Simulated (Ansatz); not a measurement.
## C3H2FN, SMILES N#CC=CF: harmonic frequencies at the relaxed geometry, step by step

Computed with Ansatz 0.2.0 through its Python package.

The cells in order, each with its output:

**Cell 1**
```python
import ansatz as az
from ase import Atoms
from ase.thermochemistry import IdealGasThermo
import numpy as np
from rdkit import Chem
from rdkit.Chem import AllChem
```

**Cell 2**
```python
# a force-field geometry from the SMILES
rd = Chem.AddHs(Chem.MolFromSmiles("N#CC=CF"))
AllChem.EmbedMolecule(rd, randomSeed=966)
AllChem.UFFOptimizeMolecule(rd)
c3h2fn = az.Crystal.molecule()
for atom, xyz in zip(rd.GetAtoms(), rd.GetConformer().GetPositions()):
    c3h2fn = c3h2fn.atom(atom.GetSymbol(), xyz.round(5).tolist())
```

**Cell 3**
```python
model = c3h2fn.calculation()
model = model.basis(gaussian="cc-pVDZ").functional("PBE0")
symbols = [site.symbol for site in c3h2fn.cartesian_sites]
start = np.array([site.position_ang for site in c3h2fn.cartesian_sites], dtype=float)
r = model.relax(force_tolerance=0.003).run().report
end = np.array(r["positions_ang"])
```

**Cell 4**
```python
print("final positions (A) and the move of each atom")
for symbol, xyz, old in zip(symbols, end, start):
    print(f"{symbol:2s} {xyz[0]:10.5f} {xyz[1]:10.5f} {xyz[2]:10.5f}   {np.linalg.norm(xyz - old):7.4f}")
```
Output:
```text
final positions (A) and the move of each atom
N     2.42067   -0.70573   -0.25676    0.0451
C     1.39503   -0.17820   -0.11144    0.0124
C     0.15605    0.49581    0.06997    0.0290
C    -1.02433   -0.12929    0.04018    0.0027
F    -1.13727   -1.43061   -0.16157    0.0725
H     0.17311    1.57279    0.24160    0.0268
H    -1.98325    0.37524    0.17803    0.0522
```

**Cell 5**
```python
# same settings at the minimum
minimum = az.Crystal.molecule()
for symbol, place in zip(symbols, end):
    minimum = minimum.atom(symbol, place.tolist())
vibrating = (
    minimum.calculation()
    .basis(gaussian="cc-pVDZ")
    .functional("PBE0")
    .phonons(temperatures=(100, 500, 100))
)
vib = vibrating.run().report["vibrations"]
sums = vib["harmonic_sums"]
modes = [m["omega_inv_cm"] for m in sums["modes_at_gamma"] if m["rigid_motion"] == "no"]
for number, w in enumerate(modes, start=1):
    print(f"mode {number:2d} {w:9.1f} 1/cm {w / 8065.544 * 1000:8.2f} meV")
print("imaginary modes:", sum(w < 0 for w in modes), " zero-point energy:", round(sums["zero_point_energy_ev"], 4), "eV")
# rigid rotor and ideal gas, symmetry number taken as one
gas = IdealGasThermo(vib_energies=[w / 8065.544 for w in modes if w > 0], geometry="linear" if len(modes) == 3 * len(symbols) - 5 else "nonlinear",
                     atoms=Atoms(symbols, positions=end), symmetrynumber=1, spin=0.0)
print(f"H(298 K) - E = {gas.get_enthalpy(298.15, verbose=False):.4f} eV")
print(f"S(298 K, 1 bar) = {96485.33 * gas.get_entropy(298.15, 1e5, verbose=False):.1f} J/(mol K) with symmetry number 1")
```
Output:
```text
mode  1     149.4 1/cm    18.52 meV
mode  2     302.4 1/cm    37.49 meV
mode  3     413.8 1/cm    51.31 meV
mode  4     600.1 1/cm    74.40 meV
mode  5     761.3 1/cm    94.39 meV
mode  6     777.0 1/cm    96.33 meV
mode  7     953.7 1/cm   118.24 meV
mode  8     967.8 1/cm   119.99 meV
mode  9    1116.8 1/cm   138.47 meV
mode 10    1274.0 1/cm   157.96 meV
mode 11    1407.4 1/cm   174.49 meV
mode 12    1749.6 1/cm   216.92 meV
mode 13    2379.1 1/cm   294.97 meV
mode 14    3232.7 1/cm   400.80 meV
mode 15    3251.9 1/cm   403.18 meV
imaginary modes: 0  zero-point energy: 1.1987 eV
H(298 K) - E = 1.3511 eV
S(298 K, 1 bar) = 293.9 J/(mol K) with symmetry number 1
```

The frequencies are harmonic and unscaled, in a modest basis. The entropy takes a symmetry number of 1; a symmetric molecule's is lower by R ln(sigma). Wall time of the script: 65 s on 1 thread of INTEL(R) XEON(R) PLATINUM 8581C CPU @ 2.10GHz (Emerald Rapids), with other jobs on the host, peak memory 0.33 GiB.
